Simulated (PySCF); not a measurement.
Species: C2H2N (charge -1).
Numbering: `[CH2-:1][C:2]#[N:3]`

Lines to be assigned: C 1s: 283.58 (area 1), 285.14 (area 1) eV; N 1s: 397.30 eV.

The calculation used PySCF, delta-SCF UKS SCAN, pcX-2 on the ionised atom, pcseg-1 elsewhere, spin-free X2C. Isolated species at its PBE0-D3(BJ)/def2-SVP geometry, gas phase.

(1) Which carbon gives which C 1s line?

## Answers

(1) 283.58 eV: C1 (carbon bonded to C and 2 H); 285.14 eV: C2 (carbon bonded to C and N). The listed C 1s values span 1.56 eV, from C1 (bonded to C and 2 H) to C2 (bonded to N (triple bond) and C). Summing the Pauling electronegativity differences to the bonded atoms, each weighted by its formal bond order, gives -0.70 for the lowest site and +1.47 for the highest.

Bonded neighbours of each site: C1: C and 2 H; C2: N (triple bond) and C; N3: C (triple bond).

Which photon energy gives electrons from C 1s of C2 a kinetic energy of 150 eV, and what is their de Broglie wavelength?

hν = 285.14 + 150 = 435.14 eV, recoil neglected; λ = 12.264 Å/√(E/eV) = 1.00 Å.

The species carries charge -1, so core ionisation leaves a neutral species. The basis sets have no added diffuse functions.
